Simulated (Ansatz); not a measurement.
Geometry optimisation, Ansatz, RKS PBE-D4/def2-SVP.

The input (input.yaml):

```yaml
crystal:
  periodic: [false, false, false]
  atoms:
    - { symbol: Si, position_ang: [0.0, 0.0, 0.0] }
    - { symbol: C, position_ang: [0.0, 0.0, 2.22] }
    - { symbol: H, position_ang: [-0.9996, -0.3092, 2.5905] }
    - { symbol: H, position_ang: [0.7676, -0.7111, 2.5905] }
    - { symbol: H, position_ang: [0.232, 1.0203, 2.5905] }
    - { symbol: H, position_ang: [1.3768, 0.0, -0.4862] }
    - { symbol: H, position_ang: [-0.6877, 1.1914, -0.4862] }
    - { symbol: H, position_ang: [-0.6877, -1.1914, -0.4862] }
    - { symbol: S, position_ang: [-2.2957, 0.4239, 0.7757] }
    - { symbol: H, position_ang: [-3.1921, -0.3473, 0.0263] }
    - { symbol: H, position_ang: [-1.2571, 0.2322, 1.9581] }
basis:
  gaussian: { orbitals: def2-SVP }
hamiltonian:
  xc: pbe
  dispersion: d4
relax:
  f_tol: 0.15
  max_steps: 25
  restrain:
    - { distance: [0, 8], at: 3.36, k: 30.0 }
    - { distance: [10, 1], at: 2.31, k: 30.0 }
    - { distance: [0, 1], at: 1.87, k: 30.0 }
    - { distance: [10, 8], at: 1.4, k: 30.0 }
output:
  orbitals: {}
```

Run as:

```bash
$ ansatz run input.yaml --threads 2 --pin off --max-ram 3072MiB --backend cpu --events-out ev --progress --plain --runs-dir out
```

**Question.** Where does it end, and by what steps?

**Answer.** The forces met the threshold. The restraints hold the end off the free minimum; the threshold counts their pulls, which the force column leaves out. Restrained pairs: Si1–S9 (2.46 → 3.37 Å), C2–H11 (1.30 → 2.32 Å), Si1–C2 (2.22 → 1.88 Å), S9–H11 (1.59 → 1.38 Å). After 6 steps the energy has fallen by 4.625 eV (the restraints' own energy left out); H11 moved furthest, 0.87 Å.

```
step  energy less start (eV)  largest force component (eV/Å)  accepted
   0                  0.0000                           3.874       yes
   1                 -1.3752                           2.733       yes
   2                 -2.1159                           4.158       yes
   3                 -3.1147                           3.703       yes
   4                 -4.2485                           1.676       yes
   5                 -4.5905                           0.800       yes
   6                 -4.6253                           0.626       yes
```

```xyz
11
Properties=species:S:1:pos:R:3
Si 0.139 -0.003 0.177
C 0.198 -0.030 2.057
H -0.712 -0.434 2.546
H 1.033 -0.677 2.404
H 0.385 0.983 2.472
H 1.555 -0.105 -0.347
H -0.451 1.254 -0.374
H -0.607 -1.212 -0.328
S -3.079 0.731 0.873
H -3.128 -0.412 0.138
H -2.077 0.214 1.676
```

The run took 9.5 s on 2 threads of Arm Neoverse V2, on a shared host, peak memory 0.12 GiB.
